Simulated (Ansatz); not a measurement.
For zinc-blende CdTe, r²SCAN-D4 in Ansatz (PAW) gives:

lattice constant a: 6.529 Å
formation enthalpy: -0.546 eV/atom

**Question.** What does B3LYP (VWN-RPA form) in Ansatz (plane waves, PAW) give for the same quantities?

**Answer.** 
- lattice constant a: 6.673 Å (grows by 2.2 %)
- formation enthalpy: -0.646 eV/atom (moves by -0.100 eV/atom)

For comparison: lattice constant a 6.48 Å (measured, room temperature, not corrected to a static lattice; as tabulated in Lucero et al. (2012), arXiv:1111.4515); formation enthalpy -0.520 eV/atom (measured, 298 K, not corrected to a static lattice, our sources range from -0.522 to -0.479; as tabulated in Brebrick, High temperature thermodynamic data for CdTe(c), J. Phase Equilib. …).

Changes are worked out from the printed values.

Unless a cell is named, each level is at its own relaxed cell (r²SCAN-D4 34.80, B3LYP (VWN-RPA form) 37.14 Å³/atom).

Levels without +SOC leave out spin–orbit coupling, which shifts energies and cells of such heavy elements.

Ansatz's density-functional and Hartree–Fock values are scalar-relativistic unless marked +SOC, with PAW data made under PBE.

Ansatz is a first-principles code.
